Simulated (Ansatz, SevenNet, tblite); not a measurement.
## Elastic constant C12 of wurtzite AlN: levels of theory against measurement

Reference value: 148 GPa (measured, temperature not stated, not corrected to a static lattice; as tabulated in Oses et al. (2018), arXiv:1811.08464).

**Question.** What do GFN1-xTB, SevenNet-l3i5, LDA, PBE, r²SCAN, B3LYP (VWN-RPA form), HSE06, PBE0, Hartree–Fock give, and how far is each from the reference?

**Answer.** 
| level (code) | value (GPa) | cell (Å³/atom) | difference (%) |
|---|---|---|---|
| GFN1-xTB (tblite) | 69.3 | 12.96 | -53 |
| SevenNet-l3i5 | 139 | 10.63 | -6.1 |
| LDA (Ansatz) | 144 | 10.21 | -2.7 |
| PBE (Ansatz) | 127 | 10.65 | -14.2 |
| r²SCAN (Ansatz) | 138 | 10.40 | -6.8 |
| B3LYP (VWN-RPA form) (Ansatz) | 128 | 10.52 | -13.5 |
| HSE06 (Ansatz) | 135 | 10.45 | -8.8 |
| PBE0 (Ansatz) | 141 | 10.37 | -4.7 |
| Hartree–Fock (Ansatz) | 141 | 10.34 | -4.7 |

The reference's temperature isn't stated, so close values are not ranked against it. Off by more than 25 %, or 35 % on the side where a correction would as a rule narrow the miss (bounds picked here): GFN1-xTB (-53 %).

The reference isn't brought to a static lattice, while the calculations are for one, so the differences are not the levels' errors alone.  GFN1-xTB: the method was fitted mainly to molecules. GFN1-xTB: the run uses a supercell at the zone centre in place of a k mesh. Values are at the level's own relaxed cell; HSE06 at the measured cell. Cutoffs and k meshes differ between the levels. Ansatz's density-functional and Hartree–Fock values are scalar-relativistic unless marked +SOC, with PAW data made under PBE.

Machine-learned potentials (SevenNet-l3i5) are trained on DFT data: a solid inside that data is no test of them.

Differences are worked out from the printed values.

Ansatz is a quantum-chemistry and plane-wave program.
